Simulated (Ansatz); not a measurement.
# BP (quintet): the correlation ladder, def2-QZVPP

The task here is to estimate one member of a computed series from the others.

Method: def2-QZVPP, core rule «outside noble gas», up to 6 orbitals frozen; program: Ansatz 0.2.0, Gaussian basis.

The runs, in order: UHF; ROHF; CCSD(T) on UHF.

2 further runs of the same task are left out: 2 set aside as unsound or not needed.

## What is computed

The geometry is a PBE0/def2-TZVP stationary point (not a proven minimum) of the parent state, kept for this charge and spin.

2 atoms, charge 0, spin multiplicity 5.

Atoms are counted from 1 here; the program's logs count them from 0.

Bond lengths: B1–P2 1.736 Å.

Set-up of the first run:

Input file in.yaml:

```yaml
crystal:
  periodic: [false, false, false]
  atoms:
    - {symbol: B, position_ang: [0.000000, 0.000000, 0.000000]}
    - {symbol: P, position_ang: [0.000000, 0.000000, 1.736300]}
basis:
  gaussian: {orbitals: "def2-QZVPP.json"}
magnetization: {spin_polarized: true, initial_magnetization: 4}
hamiltonian: {xc: hf}
output: {orbitals: {seedname: orbitals}}
```

The run is started by

```
$ ansatz run in.yaml --threads 1 --pin off --events-out ev --progress --plain --max-ram 2393MiB
```

Among the steps run: UHF; ROHF; CCSD(T) on UHF.

One of the session's tables, all rows but one given; the rest of the session is left out.

| method | from UCCSD(T) (meV) |
| --- | --- |
| ROHF | +5175.1 |
| UHF | ? |
| UMP2 | +980.8 |
| UCCSD | +236.6 |
| UCCSD(T) | 0 |

**Question.** Estimate the row for UHF.

As computed: from UCCSD(T) (meV): +5008.7. In the column «from UCCSD(T) (meV)» it lies between UMP2 (+980.8) and ROHF (+5175.1).
